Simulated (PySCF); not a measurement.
Input of a run (PBE0-D3(BJ)/def2-SVP geometry optimisation, gas phase (PySCF 2.14.0)), started from GFN2-xTB:
```
{"job": {"xc": "PBE0", "basis": "def2-SVP", "d3": "d3bj", "grid": 1, "kind": "geom"}, "charge": 0, "multiplicity": 1}
C     -2.301715     0.364922    -0.105851
C     -1.545453    -0.885186     0.310077
P      0.237382    -0.869531    -0.113120
O      0.910654    -2.146663     0.133874
C      1.018508     0.560023     0.729999
C      2.487683     0.595871     0.335640
H     -1.989433     1.223785     0.483013
H     -3.371145     0.225235     0.037227
H     -2.122863     0.583890    -1.156611
H     -1.610931    -1.057327     1.388984
H     -1.951252    -1.774766    -0.181406
H      0.246531    -0.481566    -1.457030
H      0.515145     1.489444     0.465408
H      0.912573     0.394260     1.806499
H      2.587104     0.768866    -0.735341
H      3.019998     1.382387     0.867309
H      2.950217    -0.361612     0.567977
```

Output (energies in Eh, forces in Eh/bohr):
```
step   0  E = -574.96756006  max force = 0.035800
step   1  E = -574.97111945  max force = 0.003814
step   2  E = -574.97120523  max force = 0.000723
step   3  E = -574.97121932  max force = 0.000583
step   4  E = -574.97122751  max force = 0.001218
step   5  E = -574.97121930  max force = 0.001464
step   6  E = -574.97122294  max force = 0.000941
step   7  E = -574.97122989  max force = 0.000216
optimisation converged
```

Task: Summarise the run.

Result: The energy falls by 9.6 kJ/mol over 8 energy and gradient evaluations, the largest force component goes from 0.0358 to 2.2e-04 Eh/bohr, and the atoms move by 0.112 Å rms after alignment. The bond that changes most is P3–H12 (phosphoryl phosphorus to P–H hydrogen), which lengthens by 0.036 Å. Bonds longer at the end by more than 0.005 Å: 12 of 16; shorter: 2. Among the angles that change most is P3–C5–C6, from 108.1° to 111.1°. The energy rose by more than 1e-6 Eh at step 5. The first step brought 97 % of the lowering.

Task: What are the final bond lengths?

Result: C1–C2 1.521 Å, C2–P3 1.822 Å, P3=O4 1.496 Å, P3–C5 1.823 Å, C5–C6 1.523 Å, C1–H7 1.101 Å, C1–H8 1.100 Å, C1–H9 1.102 Å, C2–H10 1.103 Å, C2–H11 1.103 Å, P3–H12 1.435 Å, C5–H13 1.103 Å, C5–H14 1.104 Å, C6–H15 1.101 Å, C6–H16 1.100 Å, C6–H17 1.100 Å. Numbering counts from 1 in the input's order; the species is `CC[PH](=O)CC`.

The run used 143 basis functions and 52 SCF cycles in all. Hardware: an Arm Neoverse V1 with one thread, no GPU, shared host with 32 logical CPUs at a one-minute load of 52. Cost: 76 s, 0.62 GiB resident at most.

Not checked by PBE0-D3(BJ)/def2-SVP frequencies. The numbers are those of one conformer.

The values belong to the conformer `[CH3:1][CH2:2][PH:3](=[O:4])[CH2:5][CH3:6]`: C1–C2–P3–O4 -175°, C2–P3–C5–C6 175°.
